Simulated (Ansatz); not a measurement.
# Equation of state of MgO

```
Mg O
1.0
     0.00000    2.12692    2.12692
     2.12692    0.00000    2.12692
     2.12692    2.12692    0.00000
Mg O
1 1
Direct
  0.00000 0.00000 0.00000
  0.50000 0.50000 0.50000
```

The structure comes from a relaxation in the same program, started in the rocksalt type, and has space group Fm-3m. Whether it is a known phase or the ground state wasn't checked.

All numbers are computed: DFT, PBE, all-electron LAPW, scalar-relativistic (Ansatz 0.2.0); DFT, PBE, PAW with Ansatz's default frozen-core files, scalar-relativistic (Ansatz 0.2.0).

For LAPW: a Γ-centred 16×16×16 k mesh, Fermi–Dirac smearing of 0.05 eV, basis error target 1 meV/atom, no spin polarisation. PAW takes a cutoff of 420 eV at this cell. The Ansatz runs share mesh, smearing and spin set-up. Plane-wave (PAW) pressures include the program's estimate of the Pulay term.

The cell above is scaled evenly, with fractional coordinates and shape held.

```tsv
V/V(cell)	V (Å³/atom)	P, LAPW (GPa)	P, PAW (GPa)	gap on the k mesh, LAPW (eV)
0.9405	9.049	10.43	10.37	5.05
0.9700	9.333	4.89	4.83	4.75
1.0000	9.622	0.06	0.00	4.46
1.0300	9.910	-4.09	-4.15	4.18
1.0600	10.199	-7.66	-7.71	3.93
```

Task: What do Birch–Murnaghan fits to the pressures give?

Result: LAPW: V0 = 9.63 Å³/atom, B0 = 149 GPa, B0′ = 4.1; PAW: V0 = 9.62 Å³/atom, B0 = 149 GPa, B0′ = 4.1.

PAW's V0 lies -0.04 % from the all-electron value and its B0 0.1 %. Symmetry fixes shape and coordinates here, so this is the relaxed modulus.
